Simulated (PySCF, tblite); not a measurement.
**C5H8N−: geometry, infrared bands and NMR shifts**

Aim: predict the infrared bands and NMR shifts of C5H8N− (`CCC[CH-]C#N`).

Programs: tblite 0.8.0 and PySCF 2.14.0, with density-fitted response routines of our own. Each step states its level of theory. These are calculated values for one molecule in the gas phase, unless marked as measured. Atoms are numbered from 0 throughout.

### Step 1. Starting geometry

14 atoms, charge -1, multiplicity 1; geometry from: force field or distance geometry start.

Bonds of the start (Å): C0–C1 1.50, C1–C2 1.47, C2–C3 1.50, C3–C4 1.43, C4–N5 1.15, C0–H6 1.13, C0–H7 1.13, C0–H8 1.12, C1–H9 1.12, C1–H10 1.13, C2–H11 1.13, C2–H12 1.13, C3–H13 1.10.

### Step 2. Relaxing the molecule with GFN2-xTB

Job settings and geometry (Å):

```
{"job": {"kind": "relax", "xc": "GFN2-xTB", "basis": "xTB"}, "charge": -1, "multiplicity": 1}
C      1.384800     0.573400     0.506700
C      0.706600    -0.764200     0.622100
C     -0.546500    -0.927200    -0.135400
C     -1.634800     0.038100     0.226300
C     -1.488900     1.457000     0.138400
N     -1.396100     2.597600     0.047400
H      1.515500     0.877800    -0.569900
H      2.423700     0.451000     0.929100
H      0.898500     1.375300     1.115800
H      0.610200    -1.014900     1.708700
H      1.450900    -1.496100     0.184200
H     -0.371200    -0.884100    -1.246800
H     -0.953600    -1.950300     0.121400
H     -2.599700    -0.333900     0.609900
```

On the command line:

```
$ OMP_NUM_THREADS=1 python probes_run.py task.json out
```

The driver reads the jobs from task.json and runs them one after another.

**Question.** This job is followed by: GFN2-xTB harmonic vibrations, gas phase; GIAO PBE0/pcSseg-1 NMR shielding, non-relativistic, gas phase. Predict these results of the whole session: strongest single infrared mode (GFN2-xTB); zero-point energy (GFN2-xTB); 13C shifts against TMS (PBE0/pcSseg-1); 1H shifts against TMS (PBE0/pcSseg-1, means over atoms taken as alike); 15N shifts against NH3 (PBE0/pcSseg-1).

**Answer**, as computed:

| quantity | value |
| --- | --- |
| strongest single infrared mode (GFN2-xTB) | 2272 cm⁻¹, 762 km/mol |
| zero-point energy (GFN2-xTB) | 71.8 kcal/mol |
| 13C shifts against TMS (PBE0/pcSseg-1) | 148.9, 40.8, 38.7, 13.6, 9.1 ppm |
| 1H shifts against TMS (PBE0/pcSseg-1, means over atoms taken as alike) | 1.89, 1.16, 0.92, -0.04 ppm |
| 15N shifts against NH3 (PBE0/pcSseg-1) | 285.8 ppm |

The optimisation took 90 steps and gained 0.606 eV; among the close pairs (by a distance rule), C1–C2 changed most, from 1.473 to 1.555 Å. No mode is imaginary among the 36: a minimum at this level. The strongest single mode, at 2272 cm⁻¹, moves mainly C4. GFN2-xTB is a fitted tight-binding method: band positions and strengths are rough. Its intensities can rank the bands wrongly. At PBE0/pcSseg-1: Shielding is most anisotropic at C4 (span 333 ppm, paramagnetic term -217 ppm). At PBE0/pcSseg-1 the HOMO lies above zero (+0.76 eV), as often for anions in the gas phase: self-interaction error lifts it, or the electron is held by the finite basis alone; counter-ions and solvent are missing.
